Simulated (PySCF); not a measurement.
**C2H7B (SMILES CBC) at 6 levels**

We compute a comparison of 6 runs (HF/6-31+G*, B3LYP/6-31G*, wB97X/6-31G*, PBE0/def2-SVP, MP2/STO-3G) of C2H7B. The job is set up through a Python script.

The results are computed with PySCF 2.14.0.

### 1 The structure to begin with

C2H7B has 10 atoms, charge 0, and is taken as a singlet. SMILES: `CBC`. The coordinates come from a PBE0-D4/def2-TZVP relaxation.

Bond lengths: C1–B2 1.558 Å, B2–C3 1.557 Å, C1–H4 1.102 Å, C1–H5 1.093 Å, C1–H6 1.092 Å, B2–H7 1.204 Å, C3–H8 1.093 Å, C3–H9 1.093 Å, C3–H10 1.102 Å. Some angles: C1–B2–C3 123.5°, C1–B2–H7 118.3°, C3–B2–H7 118.3°, B2–C1–H4 105.5°, B2–C1–H5 113.7°, B2–C1–H6 115.1°, B2–C3–H8 113.8°, B2–C3–H9 115.0°, B2–C3–H10 105.4°, H4–C1–H5 105.0°.

### 2 Energy and gradient at HF/6-31+G(d) (spherical functions) (run 1)

The input, run.py:

```python
# CBC
import pyscf.grad
from pyscf import gto

system = gto.M(
    atom='''
C   -0.866800   0.874600  -0.607300
B    0.104600  -0.333600  -0.456400
C    0.826500  -0.693800   0.875800
H   -1.880100   0.442100  -0.587100
H   -0.793000   1.379200  -1.574000
H   -0.820700   1.609400   0.199800
H    0.309300  -1.024800  -1.421300
H    0.932700  -1.768600   1.043000
H    0.414400  -0.217500   1.768500
H    1.856400  -0.318200   0.761900
''',
    max_memory=1860,
    basis='6-31+g*',
    verbose=3,
)

mf = system.RHF()
mf.conv_tol = 1e-10
mf.kernel()
if not mf.converged:
    mf = mf.newton().run(mf.mo_coeff, mf.mo_occ)

e_tot = mf.e_tot
print(f'total energy: {e_tot:.8f} hartree')
grad = mf.Gradients().kernel()
mf.analyze()
```

Started as:

```bash
OMP_NUM_THREADS=1 python run.py
```

The program printed:

```text
converged SCF energy = -104.492739134371
total energy: -104.49273913 hartree
--------------- RHF gradients ---------------
         x                y                z
0 C     0.0111641755    -0.0083053738     0.0025472262
1 B    -0.0019718581     0.0065720966     0.0091994689
2 C    -0.0096459877     0.0028784525    -0.0100615832
3 H    -0.0032482991    -0.0023814697    -0.0004093825
4 H    -0.0003208366     0.0008021726    -0.0043069037
5 H    -0.0000960237     0.0021651125     0.0038862906
6 H     0.0004878131    -0.0015809798    -0.0021845788
7 H     0.0013683781    -0.0041806742    -0.0003919816
8 H    -0.0014353646     0.0028624189     0.0031278993
9 H     0.0036980032     0.0011682443    -0.0014064551
----------------------------------------------
**** MO energy ****
MO #1   energy= -11.1912241451811  occ= 2
MO #2   energy= -11.1911919720337  occ= 2
MO #3   energy= -7.58541615295639  occ= 2
MO #4   energy= -0.967011569623963 occ= 2
MO #5   energy= -0.925259302951079 occ= 2
MO #6   energy= -0.638789886018562 occ= 2
MO #7   energy= -0.57864369144802  occ= 2
MO #8   energy= -0.553867243324741 occ= 2
MO #9   energy= -0.541765997142325 occ= 2
MO #10  energy= -0.529431257512751 occ= 2
MO #11  energy= -0.454991349176155 occ= 2
MO #12  energy= -0.446975558020015 occ= 2
MO #13  energy= 0.0525219640528918 occ= 0
MO #14  energy= 0.0664165698594483 occ= 0
MO #15  energy= 0.0707040069216371 occ= 0
MO #16  energy= 0.0868102581853938 occ= 0
MO #17  energy= 0.13717834679742   occ= 0
MO #18  energy= 0.137601436996572  occ= 0
MO #19  energy= 0.144988370526922  occ= 0
MO #20  energy= 0.147059488543407  occ= 0
MO #21  energy= 0.159466161475594  occ= 0
MO #22  energy= 0.162883596240603  occ= 0
MO #23  energy= 0.177149747228521  occ= 0
MO #24  energy= 0.224654039921726  occ= 0
MO #25  energy= 0.23337095098598   occ= 0
MO #26  energy= 0.333134642100404  occ= 0
MO #27  energy= 0.342748525889328  occ= 0
MO #28  energy= 0.343866129171017  occ= 0
MO #29  energy= 0.350652368144269  occ= 0
MO #30  energy= 0.416851652191111  occ= 0
MO #31  energy= 0.465969945076811  occ= 0
MO #32  energy= 0.477458533621906  occ= 0
MO #33  energy= 0.52511128879061   occ= 0
MO #34  energy= 0.53673382651208   occ= 0
MO #35  energy= 0.719278959642212  occ= 0
MO #36  energy= 0.741990956337816  occ= 0
MO #37  energy= 0.753235430738237  occ= 0
MO #38  energy= 0.873894814112045  occ= 0
MO #39  energy= 0.910826774236837  occ= 0
MO #40  energy= 0.941738819270319  occ= 0
MO #41  energy= 0.982163926187212  occ= 0
MO #42  energy= 1.00175391791726   occ= 0
MO #43  energy= 1.02114371899563   occ= 0
MO #44  energy= 1.02682592591247   occ= 0
MO #45  energy= 1.16381544107937   occ= 0
MO #46  energy= 1.17128537366136   occ= 0
MO #47  energy= 1.20127227478281   occ= 0
MO #48  energy= 1.24853361746274   occ= 0
MO #49  energy= 1.3079880022494    occ= 0
MO #50  energy= 1.40926130088165   occ= 0
MO #51  energy= 1.42886410355016   occ= 0
MO #52  energy= 1.49386655202652   occ= 0
MO #53  energy= 1.52492537726553   occ= 0
MO #54  energy= 1.54885496261732   occ= 0
MO #55  energy= 1.57591302185459   occ= 0
MO #56  energy= 1.88131215632486   occ= 0
MO #57  energy= 1.89090104071842   occ= 0
MO #58  energy= 1.96400489035607   occ= 0
MO #59  energy= 2.14288687385677   occ= 0
MO #60  energy= 2.18379385506875   occ= 0
MO #61  energy= 2.3821446544811    occ= 0
MO #62  energy= 2.42031990511404   occ= 0
MO #63  energy= 2.63982960815239   occ= 0
MO #64  energy= 2.65843012686523   occ= 0
MO #65  energy= 2.68049105216348   occ= 0
MO #66  energy= 2.69535689608268   occ= 0
MO #67  energy= 2.84956980905458   occ= 0
MO #68  energy= 2.87130857602134   occ= 0
 ** Mulliken atomic charges  **
charge of    0C =     -0.39300
charge of    1B =      0.23305
charge of    2C =     -0.39292
charge of    3H =      0.10855
charge of    4H =      0.09926
charge of    5H =      0.08752
charge of    6H =     -0.03777
charge of    7H =      0.09908
charge of    8H =      0.08766
charge of    9H =      0.10859
Dipole moment(X, Y, Z, Debye): -0.05422,  0.18438,  0.25550
```

Wall time 9.9 s (1 thread of Intel Xeon at 2.50GHz (Skylake/Cascade Lake), shared host); peak memory 0.14 GiB.

### 3 Energy and gradient at B3LYP/6-31G(d) (spherical functions) (run 2)

The input, job.py:

```python
import pyscf.grad
from pyscf import gto, dft

mol = gto.M(
    atom=[
    ('C', (-0.866800, 0.874600, -0.607300)),
    ('B', (0.104600, -0.333600, -0.456400)),
    ('C', (0.826500, -0.693800, 0.875800)),
    ('H', (-1.880100, 0.442100, -0.587100)),
    ('H', (-0.793000, 1.379200, -1.574000)),
    ('H', (-0.820700, 1.609400, 0.199800)),
    ('H', (0.309300, -1.024800, -1.421300)),
    ('H', (0.932700, -1.768600, 1.043000)),
    ('H', (0.414400, -0.217500, 1.768500)),
    ('H', (1.856400, -0.318200, 0.761900)),
],
    verbose=4,
    max_memory=1860,
    basis='6-31g*',
    spin=0,
)

mf = dft.RKS(mol, xc='b3lyp')
mf.grids.level = 5
mf.conv_tol = 1e-10
mf.kernel()
if not mf.converged:
    mf = mf.newton().run(mf.mo_coeff, mf.mo_occ)

etot = mf.e_tot
print('E(%s) = %.9f' % ('B3LYP', etot))
grad = mf.Gradients().kernel()
mf.analyze()
```

Started as:

```bash
OMP_NUM_THREADS=1 python job.py
```

The program printed:

```text
PySCF version 2.14.0

[... 92 lines left out ...]
Nuclear Repulsion Energy =              66.872738947101155
[... 7 lines left out ...]
MO #2   energy= -10.1446886724589  occ= 2
[... 5 lines left out ...]
MO #8   energy= -0.402943306718238 occ= 2
[... 5 lines left out ...]
MO #14  energy= 0.110841804404698  occ= 0
[... 5 lines left out ...]
MO #20  energy= 0.230012432731919  occ= 0
[... 5 lines left out ...]
MO #26  energy= 0.508650635682126  occ= 0
[... 5 lines left out ...]
MO #32  energy= 0.759787179806325  occ= 0
[... 5 lines left out ...]
MO #38  energy= 0.966804354857732  occ= 0
[... 5 lines left out ...]
MO #44  energy= 1.56963170822789   occ= 0
[... 5 lines left out ...]
MO #50  energy= 2.0925834398198    occ= 0
[... 5 lines left out ...]
MO #56  energy= 2.52098565759013   occ= 0
[... 30 lines left out ...]
pop of  2 C 1s            1.99987
pop of  2 C 2s            1.01205
pop of  2 C 3s            0.00195
pop of  2 C 2px           1.11686
pop of  2 C 2py           1.10523
pop of  2 C 2pz           1.15365
pop of  2 C 3px           0.00259
pop of  2 C 3py           0.00322
pop of  2 C 3pz           0.00319
pop of  2 C 3dxy          0.00064
pop of  2 C 3dyz          0.00085
pop of  2 C 3dz^2         0.00125
pop of  2 C 3dxz          0.00075
pop of  2 C 3dx2-y2       0.00148
pop of  3 H 1s            0.86709
pop of  3 H 2s            0.00652
pop of  4 H 1s            0.88059
pop of  4 H 2s            0.00681
pop of  5 H 1s            0.89303
pop of  5 H 2s            0.00681
pop of  6 H 1s            1.00849
pop of  6 H 2s            0.00362
pop of  7 H 1s            0.88082
pop of  7 H 2s            0.00682
pop of  8 H 1s            0.89286
pop of  8 H 2s            0.00681
pop of  9 H 1s            0.86701
pop of  9 H 2s            0.00651
 ** Mulliken atomic charges  **
charge of    0C =     -0.40366
charge of    1B =      0.14104
charge of    2C =     -0.40356
charge of    3H =      0.12639
charge of    4H =      0.11259
charge of    5H =      0.10016
charge of    6H =     -0.01212
charge of    7H =      0.11236
charge of    8H =      0.10033
charge of    9H =      0.12648
Dipole moment(X, Y, Z, Debye): -0.07485,  0.25781,  0.35605
```

Run time: 34 s. Hardware: 1 thread of Intel Xeon at 2.50GHz (Skylake/Cascade Lake), shared host; peak memory 0.58 GiB.

Runs 3 to 5 aren't shown in full; the table further down has their settings and results.

### 4 Energy and forces at MP2/STO-3G (run 6)

The input, run.py:

```python
import pyscf.grad
from pyscf import gto, scf, mp

mol = gto.M(
    atom='''
C     -1.638015     1.652754    -1.147631
B      0.197665    -0.630413    -0.862471
C      1.561859    -1.311092     1.655022
H     -3.552874     0.835448    -1.109458
H     -1.498553     2.606310    -2.974429
H     -1.550898     3.041325     0.377567
H      0.584492    -1.936591    -2.685868
H      1.762548    -3.342170     1.970984
H      0.783103    -0.411015     3.341981
H      3.508088    -0.601311     1.439782
''',
    basis='sto-3g',
    charge=0,
    unit='bohr',
    verbose=3,
    max_memory=1860,
)

myscf = scf.RHF(mol)
myscf.conv_tol = 1e-10
myscf.kernel()
if not myscf.converged:
    myscf = myscf.newton().run(myscf.mo_coeff, myscf.mo_occ)

pt = mp.MP2(myscf, frozen=3).run()
e_tot = pt.e_tot
print(f'total energy: {e_tot:.8f} hartree')
grad = pt.Gradients().kernel()
myscf.analyze()
```

Started as:

```bash
OMP_NUM_THREADS=1 python run.py
```

The program printed:

```text
converged SCF energy = -103.261889455245
E(RMP2) = -103.398972796583  E_corr = -0.137083341337821
E(SCS-RMP2) = -103.415143089316  E_corr = -0.153253634071055
total energy: -103.39897280 hartree
--------------- RMP2 gradients ---------------
         x                y                z
0 C     0.0111289288    -0.0036773517     0.0013098484
1 B    -0.0050245434     0.0169508633     0.0236611347
2 C    -0.0101943400     0.0000800401    -0.0061616253
3 H     0.0049686729     0.0014613459    -0.0011387488
4 H    -0.0029565453    -0.0042675063     0.0053490212
5 H    -0.0016370169    -0.0049257555    -0.0040416661
6 H     0.0025385073    -0.0085022279    -0.0118439320
7 H     0.0020921243     0.0069750861    -0.0015650446
8 H     0.0036175814    -0.0016227264    -0.0052231574
9 H    -0.0045333691    -0.0024717676    -0.0003458301
----------------------------------------------
**** MO energy ****
MO #1   energy= -10.9990106441385  occ= 2
MO #2   energy= -10.9989795945095  occ= 2
MO #3   energy= -7.40270740229954  occ= 2
MO #4   energy= -0.922988183847361 occ= 2
MO #5   energy= -0.881813517879645 occ= 2
MO #6   energy= -0.60015321101082  occ= 2
MO #7   energy= -0.542731571274463 occ= 2
MO #8   energy= -0.518677098637623 occ= 2
MO #9   energy= -0.506663550622991 occ= 2
MO #10  energy= -0.494032826856565 occ= 2
MO #11  energy= -0.410422414368012 occ= 2
MO #12  energy= -0.405509155554966 occ= 2
MO #13  energy= 0.269513205607665  occ= 0
MO #14  energy= 0.6329431011725    occ= 0
MO #15  energy= 0.682507467332189  occ= 0
MO #16  energy= 0.691352705034577  occ= 0
MO #17  energy= 0.720255439391372  occ= 0
MO #18  energy= 0.732897416228059  occ= 0
MO #19  energy= 0.74981595545822   occ= 0
MO #20  energy= 0.766920463422856  occ= 0
MO #21  energy= 0.871572581275063  occ= 0
MO #22  energy= 0.891981052072451  occ= 0
 ** Mulliken atomic charges  **
charge of    0C =     -0.18417
charge of    1B =      0.21318
charge of    2C =     -0.18409
charge of    3H =      0.04477
charge of    4H =      0.03751
charge of    5H =      0.03141
charge of    6H =     -0.07232
charge of    7H =      0.03737
charge of    8H =      0.03151
charge of    9H =      0.04482
Dipole moment(X, Y, Z, Debye): -0.03744,  0.12919,  0.17726
```

It took 3 s on 1 thread of Intel Xeon at 2.50GHz (Skylake/Cascade Lake), shared host; peak memory 0.12 GiB.

### 5 All runs side by side

```tsv
run	level	integration grid	Cartesian functions	energy (Eh)	dipole moment (D) of the reference	HOMO energy (eV)	LUMO energy (eV)	wall time
1	HF/6-31+G* (spherical functions)	–	no	-104.492739	0.32	-12.16	1.43	9.9 s
2	B3LYP/6-31G* (spherical functions)	5	no	-105.277061	0.45	-8.24	-0.41	34 s
3	wB97X/6-31G* (spherical functions)	5	no	-105.238995	0.41	-10.98	2.16	44 s
4	B3LYP/6-31G* (Cartesian functions)	5	yes	-105.278889	0.44	-8.24	-0.40	33 s
5	PBE0/def2-SVP	5	no	-105.053473	0.48	-8.57	-0.48	50 s
6	MP2/STO-3G	–	no	-103.398973	0.22	-11.03	7.33	3 s
```

### 6 Outcome

| quantity | value |
| --- | --- |
| run 6: total energy | -103.39897 Eh |
| run 6: dipole moment (Hartree–Fock density) | 0.22 D |
| run 6: HOMO energy (Hartree–Fock orbitals) | -11.03 eV |
| run 6: LUMO energy (Hartree–Fock orbitals) | 7.33 eV |
| run 6: HOMO–LUMO gap (Hartree–Fock orbitals) | 18.37 eV |
| run 6: correlation energy (3 core orbitals frozen) | -137.1 mEh |
| run 6: largest force on an atom | 1.519 eV/Å |

What this shows: Over runs 1, 2, 3, 4, 5 the dipole moment (its size) runs from 0.32 D (HF/6-31+G*) to 0.48 D (PBE0/def2-SVP). The two ends differ in method and basis. Over runs 1, 2, 3, 4, 5 the HOMO–LUMO gap runs from 7.84 eV (B3LYP/6-31G*) to 13.59 eV (HF/6-31+G*). Totals of different functionals can't be ranked against each other. In run 6 the basis is minimal, so the values are rough. All runs together took 2.9 min, the longest 50 s.
